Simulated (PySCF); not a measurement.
Estimate the missing entries of this data sheet.

Compound: C3H3FO.
SMILES: `C=CC(=O)F`

Conformer (atom-mapped SMILES and torsion angles): `[CH2:1]=[CH:2][C:3](=[O:4])[F:5]`: C1–C2–C3–O4 0°.

```csv
property,level,value
point group,PBE0-D3(BJ)/def2-SVP,Cs
"rotational constants A, B, C",PBE0-D3(BJ)/def2-SVP,"11.000, 4.228, 3.054 GHz"
dipole moment,wB97X-D/def2-SVPD,3.32 D
HOMO energy,wB97X-D/def2-SVPD,?
LUMO energy,wB97X-D/def2-SVPD,?
lowest singlet excitation,TDDFT wB97X-D/def2-SVPD,"5.25 eV (236 nm, f = 0.000)"
strongest line among the 10 lowest singlet transitions,TDDFT wB97X-D/def2-SVPD,"S2 at 6.41 eV (193 nm, f = 0.302)"
lowest triplet excitation (Tamm–Dancoff),TDA wB97X-D/def2-SVPD,?
static isotropic polarisability,wB97X-D/def2-SVPD,?
vertical ionisation energy,ΔSCF wB97X-D/def2-SVPD,11.28 eV
electronic spatial extent ⟨r²⟩ about the centre of nuclear charge,wB97X-D/def2-SVPD,?
13C chemical shifts (computed TMS as zero) by class,GIAO KT3/pcSseg-2,"156.9 (1 C), 138.5 (1 C), 124.6 (1 C) ppm"
1H chemical shifts (computed TMS as zero) by class,GIAO KT3/pcSseg-2,?
"isotropic shieldings of nuclei other than C and H, by class",GIAO KT3/pcSseg-2,"-55 (1 O), 130 (1 F) ppm"
largest of the computed one-bond spin–spin couplings (means over like bonds),B3LYP/pcJ-1,"19F–13C -405.9, 13C–1H +176.1, 13C–1H +173.2, 13C–1H +172.8, 13C–13C +85.7, 13C–13C +79.6, 17O–13C +21.2 Hz"
core binding energies,"ΔSCF SCAN, pcX-2 on the ionised atom, pcseg-1 elsewhere, spin-free X2C",?
```

Gas-phase values; electronic properties from PySCF, density fitting. The structure is a single PBE0-D3(BJ)/def2-SVP conformer in the gas phase; no vibrational or solvent corrections.

What is the lowest triplet excitation (Tamm–Dancoff)?

3.85 eV.

The 1H chemical shifts (computed TMS as zero) by class?

6.89 (1 H), 6.15 (1 H), 6.10 (1 H) ppm.

Give the static isotropic polarisability.

40.7 au.

What is the HOMO energy?

-10.78 eV.

Give the electronic spatial extent ⟨r²⟩ about the centre of nuclear charge.

385 bohr².

What are the core binding energies?

C1s 291.7, C1s 291.9, C1s 295.9, O1s 538.6, F1s 693.4 eV.

Give the LUMO energy.

-0.33 eV.

The polarisability is 6.04 Å³ as a volume (1 au = 0.148185 Å³), or 1.07 au for each of the 38 electrons. In wavenumbers S1 is 42300 cm⁻¹ (1 eV = 8065.54 cm⁻¹).
